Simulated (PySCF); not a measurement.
## Stationary points of HSS

Level of theory: PBE0/[S def2-TZVP, H def2-TZVP], no relativity, density fitting, PySCF.

Relaxations began from a few typed shapes; open shells are unrestricted. The search is not exhaustive: other isomers or separated fragments can lie lower, and high-lying points may rest on an excited occupation.

**Question.** Which is the lowest minimum found?
A. doublet C∞v: S–H 1.331 Å, S–S 1.987 Å; H–S–S 180.0°
B. doublet Cs: S–H 1.356 Å, S–S 1.957 Å; H–S–S 102.0°

**Answer.** B. The others lie at 301.1 (doublet C∞v, a saddle point) kJ/mol above it.

The electron or spin density has lower symmetry than the nuclear frame for the doublet C∞v at 301.1 kJ/mol.
